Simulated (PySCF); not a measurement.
Cartesian coordinates (Å):
SMILES: C
```xyz
5

C      0.0000     0.0000     0.0000
H     -0.2723     0.8718    -0.5934
H      0.1953    -0.8429    -0.6616
H      0.8948     0.2209     0.5804
H     -0.8178    -0.2498     0.6746
```
Charge 0, multiplicity 1.

Estimate the dipole moment, HOMO–LUMO gap, LUMO, HOMO and total energy that PySCF 2.14.0 with PBE-D3(BJ)/def2-TZVP // B3LYP-D3(BJ)/def2-TZVP returns for this input.


- dipole moment: 0.00 D
- HOMO–LUMO gap: 10.36 eV
- LUMO: 0.92 eV
- HOMO: -9.44 eV
- total energy: -40.4641 Ha
